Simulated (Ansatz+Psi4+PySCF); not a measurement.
doublet CH3O: levels of theory in one basis

```yaml
atoms:
  - { symbol: C, position_ang: [0.6934, 0.0271, -0.0744] }
  - { symbol: O, position_ang: [-0.6656, -0.1203, 0.0250] }
  - { symbol: H, position_ang: [-1.0854, 0.7331, -0.0978] }
  - { symbol: H, position_ang: [1.1139, 0.9786, 0.2228] }
  - { symbol: H, position_ang: [1.2189, -0.8784, 0.1179] }
```

Basis set: cc-pVTZ (spherical functions). Left uncorrelated: 2 orbitals. Correlation on ROHF uses semicanonical orbitals with singles. Charge 0, multiplicity 2.

Computed with Ansatz (development build ahead of 0.2.0) and Psi4 1.11; each method stands on the lowest determinant of its kind that the runs found.

```csv
method,E − E(ROHF) (eV),<S²> of the determinant
ROHF,0.00,0.75
UHF,-0.12,0.76
ROHF-MP2,-10.81,–
UHF-MP2,-10.80,0.76
ROHF-CCSD,-11.30,–
UHF-CCSD,-11.30,0.76
```

(1) What does ROHF-CCSD(T) give on the same scale?

Results:

(1) -11.69 eV.
